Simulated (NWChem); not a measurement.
All runs are NWChem calculations. System: NO, charge 0, spin multiplicity 4, at the geometry of a parent with another charge or spin, in a state set for the comparison that need not be this species' ground state. Its SCF solution wasn't tested for a lower state. Level: UMP2/def2-TZVP, 2 core orbitals frozen.

Job file:

```
start mol
memory heap 200 mb stack 800 mb global 1000 mb
geometry units angstroms nocenter noautoz
  N      0.000000     0.000000     0.609265
  O      0.000000     0.000000    -0.533107
  symmetry group C2v
end
basis spherical
  * library def2-tzvp
end
scf
  uhf
  nopen 3
  maxiter 100
  thresh 1e-7
  semidirect memsize 60000000 filesize 0
  # guess.movecs holds the orbitals of an unrestricted PBE0 run
  vectors input guess.movecs output mol.movecs
end
mp2
  freeze core 2
end
task mp2 energy
```

Output (cleaned and shortened):

```
             Northwest Computational Chemistry Package (NWChem) 7.3.0
             --------------------------------------------------------

                                NWChem Input Module
                                -------------------

 Scaling coordinates for geometry "geometry" by  1.889725989
 (inverse scale =  0.529177249)

 Turning off AUTOSYM since
 SYMMETRY directive was detected!

                             Geometry "geometry" -> ""
                             -------------------------

 Output coordinates in angstroms (scale by  1.889725989 to convert to a.u.)

  No.       Tag          Charge          X              Y              Z
 ---- ---------------- ---------- -------------- -------------- --------------
    1 N                    7.0000     0.00000000     0.00000000     0.60926500
    2 O                    8.0000     0.00000000     0.00000000    -0.53310700

 Effective nuclear repulsion energy (a.u.)      25.9406970269

            Nuclear Dipole moment (a.u.)
            ----------------------------
        X                 Y               Z
 ---------------- ---------------- ----------------
     0.0000000000     0.0000000000    -0.0000018897

      Symmetry information
      --------------------

 Group name             C2v
 Group number             16
 Group order               4
 No. of unique centers     2

      Symmetry unique atoms

     1    2


 Summary of "ao basis" -> "" (spherical)
 ------------------------------------------------------------------------------
       Tag                 Description            Shells   Functions and Types
 ---------------- ------------------------------  ------  ---------------------
 *                         def2-tzvp                  on all atoms

 Summary of "ao basis" -> "ao basis" (spherical)
 ------------------------------------------------------------------------------
       Tag                 Description            Shells   Functions and Types
 ---------------- ------------------------------  ------  ---------------------
 N                         def2-tzvp                11       31   5s3p2d1f
 O                         def2-tzvp                11       31   5s3p2d1f

                                 NWChem SCF Module
                                 -----------------

  ao basis        = "ao basis"
  functions       =    62
  atoms           =     2
  alpha electrons =     9
  beta  electrons =     6
  charge          =   0.00
  wavefunction    = UHF
  use symmetry    = T
  symmetry adapt  = T

 Summary of "ao basis" -> "ao basis" (spherical)
 ------------------------------------------------------------------------------
       Tag                 Description            Shells   Functions and Types
 ---------------- ------------------------------  ------  ---------------------
 N                         def2-tzvp                11       31   5s3p2d1f
 O                         def2-tzvp                11       31   5s3p2d1f

      Symmetry analysis of basis
      --------------------------

        a1         28
        a2          6
        b1         14
        b2         14

 Forming initial guess at       0.1s

   Symmetry analysis of molecular orbitals - initial alpha
   -------------------------------------------------------

  Numbering of irreducible representations:

     1 a1          2 a2          3 b1          4 b2

  Orbital symmetries:

     1 a1          2 a1          3 a1          4 a1          5 a1
     6 b1          7 b2          8 b2          9 b1         10 a1
    11 a1         12 b2         13 b1         14 a1         15 b2
    16 b1         17 a1         18 a1         19 a2

   Symmetry analysis of molecular orbitals - initial beta
   ------------------------------------------------------

  Numbering of irreducible representations:

     1 a1          2 a2          3 b1          4 b2

  Orbital symmetries:

     1 a1          2 a1          3 a1          4 a1          5 b1
     6 b2          7 a1          8 b2          9 b1         10 a1
    11 a1         12 b2         13 b1         14 a1         15 b2
    16 b1         17 a1         18 a1         19 a1

 Starting SCF solution at       0.1s

 ----------------------------------------------
         Quadratically convergent UHF

 Convergence threshold     :          1.000E-07
 Maximum no. of iterations :          100
 Integral*density screening:          1.000E-09
 ----------------------------------------------

              iter       energy          gnorm     gmax       time
             ----- ------------------- --------- --------- --------
                 1     -129.0964704342  4.71D-01  1.16D-01      0.3
                 2     -129.1106860429  1.14D-01  2.95D-02      0.3
                 3     -129.1142426164  1.05D-02  3.56D-03      0.4
                 4     -129.1142640861  1.13D-04  4.52D-05      0.5
                 5     -129.1142640917  2.27D-08  1.04D-08      0.6

       Final UHF  results
       ------------------

         Total SCF energy =   -129.114264091711
      One electron energy =   -228.140884815948
      Two electron energy =     73.085923697363
 Nuclear repulsion energy =     25.940697026873

                       Sz =      1.5000
                 Sz(Sz+1) =      3.7500
                      S^2 =      3.7837

        Time for solution =      0.5s

       Symmetry analysis of molecular orbitals - alpha
       -----------------------------------------------

  Numbering of irreducible representations:

     1 a1          2 a2          3 b1          4 b2

  Orbital symmetries:

     1 a1          2 a1          3 a1          4 a1          5 b1
[...]
                     UHF Final Beta Molecular Orbital Analysis
                     -----------------------------------------

 Vector    4  Occ=1.000000D+00  E=-7.385933D-01  Symmetry=a1
              MO Center= -1.1D-15,  1.6D-15, -5.0D-01, r^2= 8.0D-01
   Bfn.  Coefficient  Atom+Function         Bfn.  Coefficient  Atom+Function
  ----- ------------  ---------------      ----- ------------  ---------------
    35      0.357246  2 O  s                  4     -0.312433  1 N  s
    39     -0.286303  2 O  pz                36      0.268514  2 O  s
    34      0.227388  2 O  s                 42     -0.225405  2 O  pz
     3     -0.207589  1 N  s                 33     -0.151289  2 O  s

 Vector    5  Occ=1.000000D+00  E=-5.571018D-01  Symmetry=b1
              MO Center= -5.9D-16,  1.2D-17, -1.5D-01, r^2= 8.7D-01
   Bfn.  Coefficient  Atom+Function         Bfn.  Coefficient  Atom+Function
  ----- ------------  ---------------      ----- ------------  ---------------
    37      0.353103  2 O  px                40      0.322298  2 O  px
     6      0.224247  1 N  px                 9      0.209057  1 N  px
    43      0.196819  2 O  px

 Vector    6  Occ=1.000000D+00  E=-5.571018D-01  Symmetry=b2
              MO Center=  3.5D-17,  1.7D-15, -1.5D-01, r^2= 8.7D-01
   Bfn.  Coefficient  Atom+Function         Bfn.  Coefficient  Atom+Function
  ----- ------------  ---------------      ----- ------------  ---------------
    38      0.353103  2 O  py                41      0.322298  2 O  py
     7      0.224247  1 N  py                10      0.209057  1 N  py
    44      0.196819  2 O  py

 Vector    7  Occ=0.000000D+00  E=-8.467536D-02  Symmetry=a1
              MO Center= -9.7D-16,  1.2D-15,  8.1D-01, r^2= 1.2D+00
   Bfn.  Coefficient  Atom+Function         Bfn.  Coefficient  Atom+Function
  ----- ------------  ---------------      ----- ------------  ---------------
     5      0.742675  1 N  s                  8      0.257469  1 N  pz
    45     -0.218461  2 O  pz                39     -0.207551  2 O  pz
    42     -0.193245  2 O  pz                 3      0.167180  1 N  s
    14      0.161343  1 N  pz                11      0.155862  1 N  pz
     4      0.151684  1 N  s

 Vector    8  Occ=0.000000D+00  E= 1.918513D-01  Symmetry=b2
              MO Center=  1.4D-31, -2.4D-15,  3.7D-01, r^2= 1.9D+00
   Bfn.  Coefficient  Atom+Function         Bfn.  Coefficient  Atom+Function
  ----- ------------  ---------------      ----- ------------  ---------------
    13      0.843596  1 N  py                44     -0.593640  2 O  py
     7      0.287512  1 N  py                38     -0.269298  2 O  py
    41     -0.224824  2 O  py                10      0.205363  1 N  py

 Vector    9  Occ=0.000000D+00  E= 1.918513D-01  Symmetry=b1
              MO Center=  4.6D-16,  7.9D-18,  3.7D-01, r^2= 1.9D+00
   Bfn.  Coefficient  Atom+Function         Bfn.  Coefficient  Atom+Function
  ----- ------------  ---------------      ----- ------------  ---------------
    12      0.843596  1 N  px                43     -0.593640  2 O  px
     6      0.287512  1 N  px                37     -0.269298  2 O  px
    40     -0.224824  2 O  px                 9      0.205363  1 N  px

 center of mass
 --------------
 x =   0.00000000 y =   0.00000000 z =   0.00028864

 moments of inertia (a.u.)
 ------------------
          34.795719446386           0.000000000000           0.000000000000
           0.000000000000          34.795719446386           0.000000000000
           0.000000000000           0.000000000000           0.000000000000

  Mulliken analysis of the total density
  --------------------------------------

    Atom       Charge   Shell Charges
 -----------   ------   -------------------------------------------------------
    1 N    7     6.68   0.82  1.16  0.55  0.66  0.14  1.45  1.39  0.42  0.02  0.08  0.01
    2 O    8     8.32   0.79  1.18  0.59  1.00  0.34  1.82  1.87  0.66  0.01  0.05  0.00

  Mulliken analysis of the alpha density
  --------------------------------------

    Atom       Charge   Shell Charges
 -----------   ------   -------------------------------------------------------
    1 N    7     4.42   0.41  0.57  0.35  0.42  0.10  1.17  1.07  0.27  0.01  0.04  0.00
    2 O    8     4.58   0.40  0.59  0.31  0.51  0.16  1.17  1.11  0.30  0.00  0.03  0.00

   Mulliken analysis of the beta density
   -------------------------------------

    Atom       Charge   Shell Charges
 -----------   ------   -------------------------------------------------------
    1 N    7     2.26   0.41  0.58  0.20  0.24  0.03  0.28  0.32  0.15  0.01  0.04  0.00
    2 O    8     3.74   0.40  0.59  0.28  0.48  0.18  0.65  0.76  0.36  0.00  0.03  0.00

   Mulliken analysis of the spin density
   -------------------------------------

    Atom       Charge   Shell Charges
 -----------   ------   -------------------------------------------------------
    1 N    7     2.16   0.01 -0.01  0.16  0.18  0.07  0.90  0.75  0.12  0.00 -0.00 -0.00
    2 O    8     0.84   0.00 -0.00  0.03  0.03 -0.02  0.52  0.35 -0.06  0.00 -0.00  0.00

       Multipole analysis of the density wrt the origin
       ------------------------------------------------

     L   x y z        total         alpha         beta         nuclear
     -   - - -        -----         -----         ----         -------
     0   0 0 0     -0.000000     -9.000000     -6.000000     15.000000

     1   1 0 0      0.000000      0.000000      0.000000      0.000000
     1   0 1 0     -0.000000      0.000000     -0.000000      0.000000
     1   0 0 1      0.703403     -0.894543      1.597948     -0.000002

     2   2 0 0     -7.745853     -4.731175     -3.014678      0.000000
     2   1 1 0      0.000000     -0.000000      0.000000      0.000000
     2   1 0 1     -0.000000     -0.000000     -0.000000      0.000000
     2   0 2 0     -7.745853     -4.731175     -3.014678      0.000000
     2   0 1 1      0.000000     -0.000000      0.000000      0.000000
     2   0 0 2     -7.027679    -16.237880     -8.188208     17.398409

                   NWChem MP2 Semi-direct Energy/Gradient Module
                   ---------------------------------------------

  Basis functions       =     62
  Molecular orbitals    =     62
  Frozen core           =      2
  Frozen virtuals       =      0
  Active alpha occupied =      7
  Active beta occupied  =      4
  Active alpha virtual  =     53
  Active beta virtual   =     56
  Use MO symmetry       = T
  Use skeleton AO sym   = T

  AO/Fock/Back tols     =   1.0D-09  1.0D-09  1.0D-09

 GA uses MA = F    GA memory limited = T

 Available:
  local mem=  1.15D+08
 global mem=  1.31D+08
 local disk=  0.00D+00
  mp2_memr nvloc                    53
  nvloc new                    53
   1 passes of   7:        4194304                      26384                   2468900.
   1 passes of   7: M    114685056           G      131064312           F     110490752.

 Semi-direct pass number   1 of   1  for UHF alpha       at        0.7s
  vrange nnbf                  1952
  mp2_eaftype                    10  avail_ma_in_mb                   999
 EAF : mp2_eaftype filesize          10    1234450.
  mp2_eaf for mointskh                     10
Node 0 wrote      5.8 Mb in      0.0 s     Agg I/O rate:  1394.3 Mb/s
 Done moints_semi at        1.4s
  mp2_eaftype                    10  avail_ma_in_mb                   989
 EAF : mp2_eaftype filesize          10    1234450.
  mp2_eaf for kh                    10
 Done maket at        1.4s
 Done multipass loop at        1.4s

 GA uses MA = F    GA memory limited = T

 Available:
  local mem=  1.15D+08
 global mem=  1.31D+08
 local disk=  0.00D+00
  mp2_memr nvloc                    56
  nvloc new                    56
   1 passes of   4:        4194304                      19037                   1493290.
   1 passes of   4: M    114685056           G      131064312           F     110490752.

 Semi-direct pass number   1 of   1  for UHF beta        at        1.5s
  vrange nnbf                  1952
  mp2_eaftype                    10  avail_ma_in_mb                   999
 EAF : mp2_eaftype filesize          10     746645.
  mp2_eaf for mointskh                     10
Node 0 wrote      3.5 Mb in      0.0 s     Agg I/O rate:  1367.4 Mb/s
 Done moints_semi at        2.1s
  mp2_eaftype                    10  avail_ma_in_mb                   989
 EAF : mp2_eaftype filesize          10     746645.
  mp2_eaf for kh                    10
 Done maket at        2.2s
 Done multipass loop at        2.2s

          -------------------------------------------
          SCF energy                -129.114264091711
          Correlation energy          -0.342354314396
          Singlet pairs                0.000000000000
          Triplet pairs                0.000000000000
          Total MP2 energy          -129.456618406108
          -------------------------------------------

          ---------------------------------------------------
                    Spin Component Scaled (SCS) MP2
          Same spin pairs                     -0.101145926721
          Same spin scaling factor             0.333333333333
          Opposite spin pairs                 -0.241208387675
          Opposite spin scaling fact.          1.200000000000
          SCS-MP2 correlation energy          -0.323165374117
          Total SCS-MP2 energy              -129.437429465828
          ---------------------------------------------------

 -----------------------
 Performance information
 -----------------------

 Timer overhead =  2.13D-07 seconds/call

               Nr. of calls         CPU time (s)                 Wall time (s)                GFlops
             ---------------    -------------------     ------------------------------   -------------------
Name         Min   Avg   Max    Min     Avg     Max     Min     Avg     Max   Mx/calls   Min     Max     Sum
mp2: moin     2     2     2    1.3     1.3     1.3      1.3     1.3     1.3    0.67      0.0     0.0     0.0
mp2: make     2     2     2   9.87E-2 9.87E-2 9.87E-2  9.87E-2 9.87E-2 9.87E-2 4.93E-2   0.0     0.0     0.0
mp2: tota     1     1     1    1.5     1.5     1.5      1.5     1.5     1.5     1.5      0.0     0.0     0.0

 The average no. of pstat calls per process was 5.00D+00
 with a timing overhead of 1.07D-06s

 Task  times  cpu:        2.1s     wall:        2.1s

 Total times  cpu:        2.2s     wall:        2.2s
```
